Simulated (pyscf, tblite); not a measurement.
germylene (GeH₂) [singlet] + hydrogen chloride (HCl) → Cl–GeH: [singlet] + hydrogen (H₂): energy along the mass-weighted descent from the GFN2-xTB saddle (tblite), relative to the relaxed reactant side, a complex of the molecules.

```tsv
s (amu^1/2 bohr)	E (kcal/mol)
-2.72	0.3
-2.56	0.4
-2.39	0.4
-2.18	0.5
-1.92	0.6
-1.62	0.8
-1.19	1.1
0.000	4.0
2.04	-10.8
4.08	-16.0
5.61	-18.7
6.67	-20.5
7.18	-21.6
7.64	-22.2
7.99	-22.7
```

**Question.** The GFN2-xTB barrier from the reactant side is 4.0 kcal/mol. What does ωB97X-D3(BJ) (PySCF) give from its own reactant-side minimum, in def2-SVP and in def2-TZVP?

**Answer.** 6.7 kcal/mol in the double-zeta basis after reoptimising the saddle, and 6.1 kcal/mol in the triple-zeta single point, so the tight-binding barrier lies 2.1 kcal/mol under the latter. The imaginary mode goes from 1046i to 1016i cm⁻¹.
